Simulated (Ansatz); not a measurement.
A made-up structure of CH5B2 (charge -1), closed shell:

```tsv
atom	x (Å)	y (Å)	z (Å)
B1	-0.7546	0.8230	-0.7914
B2	0.0410	0.2918	0.5723
C3	0.7380	-0.9938	0.4806
H4	-0.7545	0.1577	-1.8159
H5	-1.3851	1.8640	-0.9201
H6	0.0714	0.9168	1.6283
H7	1.3065	-1.4737	1.2858
H8	-0.0331	-0.0463	-0.5764
```

It is relaxed with PBE-D4/def2-SVPD and then PBE0-D4/def2-TZVPD (Ansatz 0.2.0). Atoms count as bonded within 1.22 times the sum of their covalent radii (H–H: 0.88 Å). The end point is not checked to be a true minimum.

Question: Does its bonding change? (A judgement: the text doesn't fix the answer.)

Answer: Computed: Yes. Formed: B1–C3; broken: none.

Where it ends: The first stage lowers the energy by 4.48 eV in 23 steps. It ends as CH₅B₂ ([H]1[BH]2[CH][BH2]12), total charge -1:
```
atom    x (Å)    y (Å)    z (Å)
  B1  -0.6287   0.1375  -0.6782
  B2   0.5977   0.5907   0.6732
  C3  -0.0087  -0.6606   0.5444
  H4  -0.2553  -0.0782  -1.8356
  H5  -1.7940   0.5455  -0.6483
  H6   1.3369   1.3613   1.2264
  H7  -0.0849  -1.6494   0.9651
  H8   0.0667   1.2928  -0.3838
```

Labels in which every atom is bracketed show which atoms are joined, not bond orders.

For scale, one of the runs: PBE0-D4/def2-TZVPD relaxation, 156 basis functions, launched by `ansatz run in.yaml --threads 2 --pin off --events-out ev --progress --plain --max-ram 4352MiB`. Hardware: 2 CPU threads of an Arm Neoverse V1, shared host. Wall time about 14 s.
